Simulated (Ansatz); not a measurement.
[H···H···H], doublet: transfer scan

Starting geometry:

```xyz
3

H     0.0000    0.0000   -0.8190
H     0.0000    0.0000   -0.0740
H     0.0000    0.0000    0.8930
```

From there H2 is moved from one fragment to the other while all else, the fragments' distance too, stays fixed; atoms are numbered as listed. Energies are in eV, counted from the starting geometry at the same level. Kohn–Sham curves are unrestricted where that lies lower.

Basis cc-pVQZ; Ansatz 0.2.0. Only valence electrons are correlated (noble-gas cores frozen).

Full CI is exact within this basis and frozen core; it isn't the basis-set limit.

```
distance H1-H2 (Å)  full CI     PBE  r2SCAN    PBE0   B3LYP  r2SCANh   BHLYP  wB97M-V  B2PLYP  RPA-PBE
             0.693    0.103   0.138   0.125   0.125   0.124    0.121   0.109    0.112   0.111    0.108
             0.745    0.000   0.000   0.000   0.000   0.000    0.000   0.000    0.000   0.000    0.000
             0.777   -0.032  -0.049  -0.042  -0.042  -0.042   -0.040  -0.035   -0.037  -0.036   -0.035
             0.808   -0.049  -0.077  -0.066  -0.067  -0.067   -0.063  -0.054   -0.057  -0.055   -0.054
             0.840   -0.057  -0.091  -0.078  -0.078  -0.078   -0.073  -0.063   -0.067  -0.065   -0.063
             0.872   -0.057  -0.091  -0.078  -0.078  -0.078   -0.073  -0.063   -0.067  -0.065   -0.063
             0.904   -0.049  -0.077  -0.066  -0.067  -0.067   -0.063  -0.054   -0.057  -0.055   -0.054
             0.935   -0.032  -0.049  -0.042  -0.042  -0.042   -0.040  -0.035   -0.037  -0.036   -0.035
             0.967    0.000   0.000   0.000   0.000   0.000    0.000   0.000    0.000   0.000    0.000
```
